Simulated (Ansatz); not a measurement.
Write a Python script for Ansatz 0.2.0 through its Python package that makes a composite energy at a relaxed geometry of C2H3O, SMILES [CH]1CO1. Level of theory (for the species named): B3LYP, def2-SVP basis, multiplicity 2.

```csv
atom,x (Å),y (Å),z (Å)
C,-0.7962,-0.2952,-0.2261
C,0.3596,0.3234,0.3014
O,0.0526,-1.0688,0.3514
H,-0.9228,-0.6202,-1.2439
H,1.0973,0.6672,-0.4303
H,0.2515,0.9297,1.2012
```

`composite_c2h3o.py`:
```python
# -*- coding: utf-8 -*-
import itertools
import warnings

import ansatz as az
from ase.data import atomic_numbers, covalent_radii
import numpy as np

warnings.simplefilter('ignore', az.DeckWarning)

geometry_ang = [
    ('C', [-0.7962, -0.2952, -0.2261]),
    ('C', [0.3596, 0.3234, 0.3014]),
    ('O', [0.0526, -1.0688, 0.3514]),
    ('H', [-0.9228, -0.6202, -1.2439]),
    ('H', [1.0973, 0.6672, -0.4303]),
    ('H', [0.2515, 0.9297, 1.2012]),
]
c2h3o = az.Crystal.molecule()
for symbol, xyz in geometry_ang:
    c2h3o = c2h3o.atom(symbol, xyz)

setup = (
    c2h3o.calculation()
    .basis(gaussian='def2-SVP')
    .functional('b3lyp')
    .spin('collinear', total=1)
)
symbols = [site.symbol for site in c2h3o.cartesian_sites]
start = np.array([site.position_ang for site in c2h3o.cartesian_sites], dtype=float)
report = setup.relax(force_tolerance=0.01, max_steps=100).run().report
end = np.array(report['positions_ang'])
radius = [covalent_radii[atomic_numbers[s]] for s in symbols]
span = lambda where, i, j: np.linalg.norm(where[i] - where[j])
bonded = [(i, j) for i, j in itertools.combinations(range(len(symbols)), 2) if min(span(start, i, j), span(end, i, j)) < 1.2 * (radius[i] + radius[j])]
print('pair        before    after (A)')
for i, j in bonded:
    print(f'{symbols[i]}{i}-{symbols[j]}{j}'.ljust(10), f'{span(start, i, j):8.4f} {span(end, i, j):8.4f}')

minimum = az.Crystal.molecule()
for symbol, place in zip(symbols, end):
    minimum = minimum.atom(symbol, place.tolist())
at_minimum = minimum.calculation().spin('collinear', total=1)
level = lambda method, basis: at_minimum.basis(gaussian=basis).correlation(method).run().report
small, large, cluster = level('mp2', 'cc-pVDZ'), level('mp2', 'cc-pVTZ'), level('ccsd_t', 'cc-pVDZ')
corr = lambda each: (each['free_energy_ev'] - each['reference_energy_ev']) / 27.211386246
mp2_limit = (27 * corr(large) - 8 * corr(small)) / 19
pieces = {'HF / cc-pVTZ': large['reference_energy_ev'] / 27.211386246, 'MP2 correlation, DZ-TZ limit': mp2_limit, 'CCSD(T) - MP2 / cc-pVDZ': corr(cluster) - corr(small)}
for name, value in pieces.items():
    print(f'{name:32s} {value:14.6f} Ha')
print(f'{"sum":32s} {sum(pieces.values()):14.6f} Ha')
print('T1 diagnostic', round(cluster['correlation']['coupled_cluster']['t1_diagnostic'], 4))
```

```console
$ python composite_c2h3o.py
pair        before    after (A)
C0-C1        1.4131   1.4530
C0-O2        1.2855   1.3596
C0-H3        1.0759   1.0988
C1-O2        1.4265   1.4612
C1-H4        1.0944   1.0982
C1-H5        1.0904   1.0971
HF / cc-pVTZ                        -152.285182 Ha
MP2 correlation, DZ-TZ limit          -0.585574 Ha
CCSD(T) - MP2 / cc-pVDZ               -0.041197 Ha
sum                                 -152.911952 Ha
T1 diagnostic 0.0205
```

Notes:
- Total energies depend on the basis set; only differences at equal settings carry meaning.
- The sum leaves out core correlation, relativity, the Hartree-Fock basis error and zero-point energy; a DZ-TZ extrapolation is rough.
- The species is open-shell (spin multiplicity 2).
- b3lyp holds the VWN-RPA fit, as in Gaussian; the form of ORCA and Turbomole is b3lyp5.
- Inner cores stay frozen, so this is valence correlation.
- It ran for 31 s on 1 thread of Arm Neoverse N1 (shared host), peak memory 0.29 GiB.
